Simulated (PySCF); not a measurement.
## AlH + F₂ → AlF + HF

Level: PBE0 in the def2-SVP basis family, all electrons, no relativity, computed in PySCF with density fitting; open shells unrestricted.

```
species         state and structure  ZPE (kJ/mol)  H(298 K) − H(0) (kJ/mol)  S° (J/(mol K))
    AlH  singlet, C∞v, Al–H 1.668 Å           9.9                       8.7           187.9
     F₂   singlet, D∞h, F–F 1.376 Å           6.5                       8.7           201.9
    AlF  singlet, C∞v, Al–F 1.676 Å           4.9                       8.9           215.2
     HF   singlet, C∞v, H–F 0.920 Å          24.9                       8.7           173.6
```

Q: Is the gas-phase reaction uphill or downhill in electronic energy at this level, and by how much?

A: At PBE0/def2-SVP, ΔE = -753.1 kJ/mol, downhill. 

Q: Add zero-point, thermal and entropy terms for 298.15 K and 1 bar.

A: ΔZPE = 13.4 and Δ[H(298) − H(0)] = 0.2 kJ/mol give ΔH° = -739.5 kJ/mol. ΔS° = -1.0 J/(mol K), so ΔG° = -739.5 − 298.15 × (-0.0010) = -739 kJ/mol.

Only the bonding shown was studied: isomers, or loss of a ligand pair, can lie lower.
